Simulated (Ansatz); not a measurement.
Stepwise reaction of `C[Si]C` with hydrogen fluoride, as a gas-phase model of exchange steps in deposition or etching. ΔE in kJ/mol; ΔG adds harmonic PBE0-D4 terms to CCSD(T)/CBS, at 1 bar.

Computed with Ansatz on PBE0-D4/def2-TZVP structures; ΔE is electronic, products minus reactants. CCSD(T)/CBS adds triple-zeta CCSD(T) − MP2 to the extrapolated MP2 energy (def2 sets, frozen cores). This one scheme is used for every species. Functionals use def2-TZVPP. B3LYP here is the variant with VWN-RPA as its local correlation; programs differ in this.

```json
{"step": "1", "reaction": "`C[Si]C` + H–F → `C[Si]F` + CH₄", "PBE-D4": "-175.0", "B3LYP-D4": "-187.4", "ωB97M-V": "-186.0", "CCSD(T)/CBS": "-177.3", "ΔG(600 K)": "-174.0"}
{"step": "2", "reaction": "`C[Si]F` + H–F → `F[Si]F` + CH₄", "PBE-D4": "-198.4", "B3LYP-D4": "-210.0", "ωB97M-V": "-209.7", "CCSD(T)/CBS": "-201.4", "ΔG(600 K)": "-184.8"}
```

(1) By hand: ΔE of the 2 steps together at CCSD(T)/CBS.

## Answers

(1) (-177.3) + (-201.4) = -378.7 kJ/mol, or -189.4 kJ/mol a step.

In ΔE each step is lower than the one before. All are downhill at CCSD(T)/CBS. ΔG lies between -184.8 and -174.0 kJ/mol a step. PBE-D4 differs from CCSD(T)/CBS by 2.3 to 3.0 kJ/mol a step. Isolated molecules leave out the surface, adducts and barriers. Largest T1 diagnostic: 0.015.
